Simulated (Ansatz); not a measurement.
## How CaO answers to pressure

```yaml
crystal:
  lattice:
    - [0.00000, 2.41527, 2.41527]
    - [2.41527, 0.00000, 2.41527]
    - [2.41527, 2.41527, 0.00000]
  atoms:
    - { symbol: Ca, position: [0.00000, 0.00000, 0.00000] }
    - { symbol: O, position: [0.50000, 0.50000, 0.50000] }
```

The cell was built from the rocksalt type and relaxed in the same program, and has space group Fm-3m; it needn't be a known or the stable phase.

Level of theory: DFT, PBE, all-electron LAPW, scalar-relativistic in Ansatz 0.2.0.

Settings: a Γ-centred 12×12×12 k mesh, Fermi–Dirac smearing of 0.05 eV, basis error target 0.5 meV/atom, no spin polarisation.

The cell is scaled evenly with fractional coordinates held. Semilocal gaps are too small, but their slopes carry over better.

| V/V(cell) | P (GPa) | gap on the k mesh (eV) |
| --- | --- | --- |
| 0.9405 | 7.40 | 3.635 |
| 0.9800 | 2.24 | 3.650 |
| 1.0000 | 0.02 | 3.655 |
| 1.0200 | -1.98 | 3.658 |

Question: From the rows at 0.9800 and 1.0200, what is the bulk modulus at the cell's volume?

Answer: B = −ΔP/Δln V = −[(-1.98) − (2.24)]/0.04001 = 105.5 GPa.

Question: What are the gap's volume deformation potential and pressure coefficient?

Answer: dEg/dln V = (3.658 − 3.650)/0.04001 = 0.20 eV, and dEg/dP = −(dEg/dln V)/B = -1.9 meV/GPa: pressure narrows the gap.

Question: Predict the row at V/V(cell) = 1.0600. How far is a linear estimate of P off?

Answer: P = -5.39 GPa, gap 3.657 eV. The linear estimate P(cell) − B ln(V/V(cell)) = -6.13 GPa misses by 0.74 GPa, since the modulus falls on expansion.
